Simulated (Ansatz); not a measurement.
A run of Ansatz (development build ahead of 0.2.0) on doublet H3O2 at this shape:

```xyz
5

O    -0.0333   -0.0857   -0.0681
H     0.6056    0.4442    0.4007
O     2.9662    0.0886    0.0323
H     3.7970    0.1439   -0.4227
H     3.0259   -0.6348    0.5903
```

Its results:

- Converged: yes
- Total energy: -151.29150 hartree
- Spin squared of the determinant: 0.755
- Stability test: minimum

Forces (eV/Å):
| atom | Fx | Fy | Fz |
| --- | --- | --- | --- |
| O1 | -0.180 | -0.097 | 0.004 |
| H2 | 0.241 | 0.091 | -0.072 |
| O3 | -0.009 | 1.667 | -1.218 |
| H4 | -0.245 | -0.018 | 0.118 |
| H5 | 0.193 | -1.642 | 1.168 |

(1) Which input gives this output? Name the method, the orbitals and the basis set, and write the input.

## Answers

(1) UHF in def2-SVP.

```yaml
crystal:
  periodic: [false, false, false]
  atoms:
    - { symbol: O, position_ang: [-0.03333, -0.08569, -0.06808] }
    - { symbol: H, position_ang: [0.60556, 0.44418, 0.40068] }
    - { symbol: O, position_ang: [2.96619, 0.08864, 0.03228] }
    - { symbol: H, position_ang: [3.79702, 0.14395, -0.42269] }
    - { symbol: H, position_ang: [3.02587, -0.63484, 0.59034] }
basis:
  gaussian: { orbitals: def2-SVP }
magnetization:
  spin_polarized: true
  initial_magnetization: 1
hamiltonian:
  xc: hf
output:
  forces: true
```
